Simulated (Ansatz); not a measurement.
PH3, singlet: reading a ladder of total energies

Geometry: MP2(full)/6-31G*, from the G2/97 set.

```xyz
4

P     0.0000    0.0000    0.0665
H     0.0000    1.2006   -0.6812
H     1.0398   -0.6003   -0.6812
H    -1.0398   -0.6003   -0.6812
```

Basis 6-31G* (Cartesian d functions); Ansatz 0.2.0. Only valence electrons are correlated (noble-gas cores frozen), which leaves 8 electrons in 20 orbitals. Prefix R: restricted or restricted open-shell reference.

Full CI is exact within this basis and frozen core; it isn't the basis-set limit.

Runs differ by some tens of microhartree through their thresholds, so steps under 0.03 kcal/mol mean nothing.

| level | total energy (hartree) |
| --- | --- |
| RHF | -342.447751 |
| RMP2 | -342.551702 |
| RCCSD | -342.577826 |
| RCCSD(T) | -342.580570 |
| RCCSDT | -342.581123 |
| RCCSDT(Q) | -342.581198 |
| RCCSDTQ | -342.581213 |
| full CI | -342.581215 |

Q: What is the correlation energy at full CI, and what share of it do RMP2 and RCCSDT recover?

A: E(corr) = -342.581215 − (-342.447751) = -0.133464 hartree = -3.632 eV. RMP2: -0.103951 / -0.133464 = 77.89 %. RCCSDT: -0.133372 / -0.133464 = 99.93 %.

Q: By how many kcal/mol does RCCSD(T) miss full CI (1 hartree = 627.509 kcal/mol), and which steps make up the rest?

A: -342.580570 − (-342.581215) = 0.000645 hartree = 0.40 kcal/mol. Steps: RCCSDT − RCCSD(T) = -0.35, RCCSDT(Q) − RCCSDT = -0.05, RCCSDTQ − RCCSDT(Q) = -0.01, full CI − RCCSDTQ = 0.00 kcal/mol. That is within 1 kcal/mol of the reference in this basis, which itself misses far more of the correlation at the basis-set limit.
